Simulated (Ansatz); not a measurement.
# NPSi: the cost of one run

Method: def2-TZVPP, core rule «outside noble gas», up to 11 orbitals frozen; program: Ansatz 0.2.0, Gaussian basis.

To be run: UHF; ROHF; CCSD(T) on UHF.

2 further runs of the same task are left out: 2 set aside as unsound or not needed.

**1. What is computed**

The geometry is a PBE0/def2-TZVP stationary point (not a proven minimum) of the parent state, kept for this charge and spin.

3 atoms, charge 0, spin multiplicity 3.

Atoms are counted from 1 here; the program's logs count them from 0.

Bond lengths: N1–Si2 1.608 Å, Si2–P3 2.062 Å. Angles: N1–Si2–P3 180.0°.

Coordinates:

```
atom   x (Å)   y (Å)    z (Å)
  N1  0.0000  0.0000   1.7596
 Si2  0.0000  0.0000   0.1513
  P3  0.0000  0.0000  -1.9109
```

**2. UHF**

File in.yaml:

```yaml
crystal:
  periodic: [false, false, false]
  atoms:
    - {symbol: N, position_ang: [0.000000, 0.000000, 1.759600]}
    - {symbol: Si, position_ang: [0.000000, 0.000000, 0.151300]}
    - {symbol: P, position_ang: [0.000000, 0.000000, -1.910900]}
basis:
  gaussian: {orbitals: def2-TZVPP}
magnetization: {spin_polarized: true, initial_magnetization: 2}
hamiltonian: {xc: hf}
output: {orbitals: {seedname: orbitals}}
```

Command:

```console
> ansatz run in.yaml --threads 1 --pin off --events-out ev --progress --plain --max-ram 4096MiB --backend cpu
```

**Question.** How long does this run take on 1 thread of AMD EPYC 7R13, shared host, and how much memory does it need?

About 16 s, with a peak of 0.33 GiB.
